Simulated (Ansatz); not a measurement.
Total energies of Si(CN)H3 (CH₃NSi) from Ansatz at r2SCAN-D4/def2-TZVP, gas phase (1 Eh = 27.2114 eV = 2625.5 kJ/mol). The reference geometry is relaxed at PBE0-D4/def2-TZVP.

```json
{"state": "charge 0 singlet", "geometry": "reference", "energy (Eh)": "-384.09514"}
{"state": "charge 1 doublet", "geometry": "reference", "energy (Eh)": "-383.65267"}
{"state": "free Si atom (triplet)", "geometry": "–", "energy (Eh)": "-289.34121"}
{"state": "free C atom (triplet)", "geometry": "–", "energy (Eh)": "-37.83292"}
{"state": "free N atom (quartet)", "geometry": "–", "energy (Eh)": "-54.58101"}
{"state": "free H atom (doublet)", "geometry": "–", "energy (Eh)": "-0.49993"}
```

**Question.** Work out the vertical ionisation energy to the doublet.

**Answer.** E(charge 1 doublet) − E(charge 0 singlet) = -383.65267 − (-384.09514) = 0.44247 Eh = 12.04 eV. For comparison, −ε of the highest occupied level is 8.83 eV at this level, 3.21 eV less.

**Question.** What is the binding energy per atom against free atoms?

**Answer.** Atoms: 1 × (-289.34121) + 1 × (-37.83292) + 1 × (-54.58101) + 3 × (-0.49993) = -383.25493 Eh. Binding: -383.25493 − (-384.09514) = 0.84021 Eh = 22.86 eV, or 3.81 eV for each of 6 atoms (no zero-point energy, no counterpoise term).
